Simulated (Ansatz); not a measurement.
A plane-wave DFT run in Ansatz 0.2.0 (scalar-relativistic PAW potentials unless the input names others): input and command.

```yaml
crystal:
  lattice:
    - [4.194571271, 0.0, 0.0]
    - [0.0, 4.194571271, 0.0]
    - [0.0, 0.0, 2.9953607998]
  atoms:
    - { symbol: Cr, position: [0.0, 0.0, 0.5], spin: 1.87 }
    - { symbol: Cr, position: [0.5, 0.5, 0.0], spin: 1.87 }
    - { symbol: O, position: [0.1949874612, 0.1949874612, 0.0] }
    - { symbol: O, position: [0.3050125388, 0.6949874612, 0.5] }
    - { symbol: O, position: [0.8050125388, 0.8050125388, 0.0] }
    - { symbol: O, position: [0.6949874612, 0.3050125388, 0.5] }
basis:
  ecutwfc: 420
kpoints:
  mp_grid: { grid: [8, 8, 12] }
hamiltonian:
  xc: pbesol
  hubbard: { sites: [{ species: Cr, l: d, u_eff: -5.0 }] }
scf:
  occupations: { method: gaussian, width: 0.1 }
  max_iter: 50
output:
  forces: true
  eigenvalues: true
  stress: true
magnetization:
  spin_polarized: true
```

```bash
ansatz run input.yaml --threads 1 --pin off --max-ram 2560MiB --backend cpu --events-out ev --progress --plain --runs-dir out
```

Abridged log:
```
Cr: projections on atomic orbitals take those of the free atom [Ne] 3s2 3p6 3d5 4s1, of charge +0.00 (hamiltonian.pseudopotentials.projection_atoms); the dataset's partial waves leave at most 7.0e-7 of an orbital's norm unspanned inside its sphere
O: projections on atomic orbitals take those of the free atom [He] 2s2 2p4, of charge +0.00 (hamiltonian.pseudopotentials.projection_atoms); the dataset's partial waves leave at most 1.9e-8 of an orbital's norm unspanned inside its sphere
Pseudopotentials: kind: paw
Pseudopotential: Cr, paw, valence charge 14, recommended cutoff 420 eV (normal)
Pseudopotential: O, paw, valence charge 6, recommended cutoff 420 eV (normal)
Functional definition: PBEsol
Crystal: 6 atoms, lattice volume = 52.702 Å³
Basis set: ecut = 420 eV, 1023 PW (Γ), exchange–correlation on 60×60×48 points (8 copies of the dense FFT grid, shifted against one another)
Bands: 34, of which v1, the nominal top of the filled ones, is band 26 counted from 1 (25 counted from 0)
Symmetry: 16 space group operations
Space group: P42/mnm (ITA 136), of the structure as read, at distance tolerance 3.7e-5 Å
Magnetic group: BNS 136.495 (UNI 1155), of the structure as read, at distance tolerance 3.7e-5 Å
k-points: 105 of 768
Initial density: superposition of atomic densities (chi_scale 0.1, normalization cell, long waves kept (reshape's long-wave potential 0.00 eV rms))
Starting moments: Σ|m| = 3.74 μB on 2 of 6 sites
Initial wavefunctions: pseudopotential atomic-orbital guess
Functional: x = pbesol(κ = 0.804, μ = 0.12345679), c = pbesol(β = 0.046)
SCF iter   1: F=—  HF=-8955.129807 eV  |F-HF|=—  |Δ(HF+E_count)|=         —  Δρ=2.06e-1 (↑2.06e-1 ↓1.33e-1) dr2=5.52e0  dr2_m=1.32e1  M=-1.256 μB ∫|m|=1.311 μB  β_m=0.30  ethr=3.10e-3  ⟨swp⟩=4.7  Hψ=23035  notcnv=0
spin=Collinear: Kerker preconditioning applied to the charge; magnetization (m = ρ↑ − ρ↓) channel mixes plain (no charge-response kernel on spin).
SCF iter   2: F=—  HF=-8954.163171 eV  |F-HF|=—  |Δ(HF+E_count)|=   9.67e-1  Δρ=7.74e-2 (↑7.50e-2 ↓7.74e-2) dr2=2.88e-1  dr2_m=2.62e0  M=0.193 μB ∫|m|=0.351 μB  β_m=0.30  ethr=3.10e-3  ⟨swp⟩=2.9  Hψ=14813  notcnv=0  defer=339
SCF iter   3: F=—  HF=-8954.088991 eV  |F-HF|=—  |Δ(HF+E_count)|=   7.42e-2  Δρ=6.63e-2 (↑6.63e-2 ↓6.32e-2) dr2=1.90e-1  dr2_m=1.93e0  M=-0.205 μB ∫|m|=0.285 μB  β_m=0.30  ethr=5.53e-4  ⟨swp⟩=1.5  Hψ=9100  notcnv=0  defer=339
SCF iter   4: F=—  HF=-8954.086363 eV  |F-HF|=—  |Δ(HF+E_count)|=   2.63e-3  Δρ=3.69e-2 (↑3.69e-2 ↓3.42e-2) dr2=1.35e-2  dr2_m=6.05e-1  M=0.086 μB ∫|m|=0.134 μB  β_m=0.30  ethr=3.66e-4  ⟨swp⟩=2.6  Hψ=13666  notcnv=0  defer=340
SCF iter   5: F=—  HF=-8954.073380 eV  |F-HF|=—  |Δ(HF+E_count)|=   1.30e-2  Δρ=2.84e-2 (↑2.80e-2 ↓2.84e-2) dr2=6.80e-3  dr2_m=3.81e-1  M=-0.026 μB ∫|m|=0.080 μB  β_m=0.30  ethr=2.59e-5  ⟨swp⟩=2.0  Hψ=9607  notcnv=0  defer=340
Mixer restart at iter 5: flushing history
spin-set hold released at iteration 5 (site moments contracting): the magnetisation degrees of freedom join the quasi-Newton model from the next iteration; the mixer history was flushed
SCF iter   6: F=—  HF=-8954.072209 eV  |F-HF|=—  |Δ(HF+E_count)|=   1.17e-3  Δρ=1.82e-2 (↑1.69e-2 ↓1.82e-2) dr2=8.04e-3  dr2_m=1.47e-1  M=0.049 μB ∫|m|=0.066 μB  β_m=0.53  ethr=1.31e-5  ⟨swp⟩=2.2  Hψ=9321  notcnv=0  defer=340
SCF iter   7: F=—  HF=-8954.120463 eV  |F-HF|=—  |Δ(HF+E_count)|=   4.83e-2  Δρ=1.95e-2 (↑1.95e-2 ↓1.14e-2) dr2=7.49e-2  dr2_m=6.98e-2  M=-0.169 μB ∫|m|=0.187 μB  β_m=0.37  ethr=1.31e-5  ⟨swp⟩=2.0  Hψ=13341  notcnv=0  defer=340
SCF iter   8: F=—  HF=-8954.074142 eV  |F-HF|=—  |Δ(HF+E_count)|=   4.63e-2  Δρ=2.66e-3 (↑2.03e-3 ↓2.66e-3) dr2=1.24e-3  dr2_m=2.44e-3  M=-0.013 μB ∫|m|=0.025 μB  β_m=0.34  ethr=1.31e-5  ⟨swp⟩=1.7  Hψ=11095  notcnv=0  defer=337
   ...
SCF iter  14: F=—  HF=-8954.074162 eV  |F-HF|=—  |Δ(HF+E_count)|=   9.41e-7  Δρ=3.83e-5 (↑3.83e-5 ↓2.21e-5) dr2=8.40e-7  dr2_m=2.73e-7  M=0.000 μB ∫|m|=0.000 μB  β_m=0.69  ethr=2.01e-8  ⟨swp⟩=1.7  Hψ=7387  notcnv=0  defer=337
SCF iter  15: F=—  HF=-8954.074162 eV  |F-HF|=—  |Δ(HF+E_count)|=   2.34e-8  Δρ=1.03e-5 (↑1.03e-5 ↓9.46e-6) dr2=1.52e-7  dr2_m=8.21e-9  M= 0.000 μB ∫|m|=0.000 μB  β_m=0.68  ethr=1.62e-9  ⟨swp⟩=2.1  Hψ=8117  notcnv=0  defer=337
SCF iter  16: F=—  HF=-8954.074162 eV  |F-HF|=—  |Δ(HF+E_count)|=   1.98e-8  Δρ=1.58e-5 (↑1.15e-5 ↓1.58e-5) dr2=3.48e-8  dr2_m=6.74e-8  M=0.000 μB ∫|m|=0.000 μB  β_m=0.54  ethr=1.92e-10  ⟨swp⟩=7.6  Hψ=22824  notcnv=0
SCF iter  17: F=-8954.074162 eV  HF=-8954.074162 eV  |F-HF|=1.84e-8  |Δ(HF+E_count)|=   2.29e-8  Δρ=5.90e-6 (↑5.90e-6 ↓3.21e-6) dr2=1.10e-8  dr2_m=5.93e-9  M=0.000 μB ∫|m|=0.000 μB  β_m=0.45  ethr=6.69e-11  ⟨swp⟩=2.4  Hψ=13811  notcnv=0
SCF iter  18: F=-8954.074162 eV  HF=-8954.074162 eV  |F-HF|=6.86e-10  |Δ(HF+E_count)|=   1.76e-9  Δρ=2.21e-6 (↑2.21e-6 ↓1.14e-6) dr2=1.57e-9  dr2_m=8.01e-10  M= 0.000 μB ∫|m|=0.000 μB  β_m=0.48  ethr=2.12e-11  ⟨swp⟩=1.2  Hψ=17975  notcnv=0
SCF iter  19: F=-8954.074162 eV  HF=-8954.074162 eV  |F-HF|=1.20e-10  |Δ(HF+E_count)|=  6.31e-10  Δρ=1.34e-6 (↑1.34e-6 ↓7.48e-7) dr2=5.93e-10  dr2_m=3.70e-10  M= 0.000 μB ∫|m|=0.000 μB  β_m=0.74  ethr=3.02e-12  ⟨swp⟩=1.0  Hψ=17560  notcnv=0
SCF iter  20: F=-8954.074162 eV  HF=-8954.074162 eV  |F-HF|=4.00e-10  |Δ(HF+E_count)|=  5.18e-10  Δρ=6.56e-7 (↑5.83e-7 ↓6.56e-7) dr2=1.95e-10  dr2_m=8.89e-11  M=0.000 μB ∫|m|=0.000 μB  β_m=0.58  ethr=1.14e-12  ⟨swp⟩=1.0  Hψ=19129  notcnv=0
SCF iter  21: F=-8954.074162 eV  HF=-8954.074162 eV  |F-HF|=7.28e-11  |Δ(HF+E_count)|=  7.46e-11  Δρ=3.09e-7 (↑1.66e-7 ↓3.09e-7) dr2=7.75e-11  dr2_m=5.29e-12  M= 0.000 μB ∫|m|=0.000 μB  ethr=1.00e-12  ⟨swp⟩=1.0  Hψ=14975  notcnv=0
SCF 1 converged in 21 iterations: F = -8954.074162 eV  dr2 = 7.75e-11
WARN: the starting moments were not kept: the SCF closed with an absolute magnetisation of 2.9e-6 μB, where they sum to 3.74 μB in size (2 sites). That is at most 0.1 of that sum. Measured as dr2_m measures the in/out step, that magnetisation stands 4.7e-12 eV from none, at or under the dr2_threshold of 1.0e-7 eV: it is no larger than a step whose dr2_m would equal this threshold. The system may hold no moment; this SCF shows only that its start led to no more than that. To try another start: raise the starting moments (crystal.atoms[].spin, magnetization.per_species, magnetization.initial_mag ...
SCF converged after 21 iterations
Magnetization:  0.0000 μB (26.0000 up, 26.0000 down)
Absolute magnetization: 0.0000 μB (∫|ρ↑−ρ↓|, with the PAW one-centre terms)
Spin contamination: 0.0000 ħ² per cell (⟨S²⟩ above its minimum at these occupations)
Per-site moments (μB) at R_I (Å): [(-1.02798590e-6, 0.74635289), (-1.02798590e-6, 0.74635289), (-9.03382977e-8, 0.74635289), (-9.03382976e-8, 0.74635289), (-9.03382977e-8, 0.74635289), (-9.03382976e-8, 0.74635289)]
Free energy (F): -8954.074162 eV
Harris-Foulkes:  -8954.074162 eV  (|F-HF|=7.28e-11)
Internal energy: -8954.016907 eV  (E = F + TS)
E sigma→0 (E₀):  -8954.045535 eV
Entropy (-TS):   -0.057256 eV (-9.543 meV/atom)
Fermi energy:    12.495710 eV
--- Forces (eV/Å), atoms counted from 1 ---
  atom   1  Cr     0.00000000     0.00000000     0.00000000
  atom   2  Cr     0.00000000     0.00000000     0.00000000
  atom   3  O     -0.12947955    -0.12947955     0.00000000
  atom   4  O      0.12947955    -0.12947955     0.00000000
  atom   5  O      0.12947955     0.12947955     0.00000000
  atom   6  O     -0.12947955     0.12947955     0.00000000
--- Stress (GPa, compression-positive) ---
       17.057788       0.000000       0.000000
        0.000000      17.057788       0.000000
        0.000000       0.000000     -13.916379
  P = ⅓ Tr σ = 6.7331 GPa (67.331 kbar)
Occupation matrices written to <dir>
```

Problem. What is wrong with this input?

Solution. The fault is an enormous or negative U (hamiltonian.hubbard: not typed → {"sites": [{"species": "Cr", "l": "d", "u_eff": -5.0}]}, the first being the value of the sound run). Setting it back cures it. The run converged all the same, with an energy at zero smearing 1.8 eV/atom below the reference's (the Hamiltonian itself differs), pressure 6.73 GPa, largest force 0.183 eV/Å, no gap on the mesh, so convergence alone doesn't show that an input is right. A reference run on usual settings, whose relaxation ended at this geometry, converged, and the end of its own relaxation has pressure 14.61 GPa, largest force 0.000 eV/Å, no gap on the mesh (its cell was held, or driven to that pressure on purpose).

Time: 14 s on 1 thread of AMD EPYC 9R45 96-Core Processor (Zen 5), on a shared host, peak memory 0.71 GiB.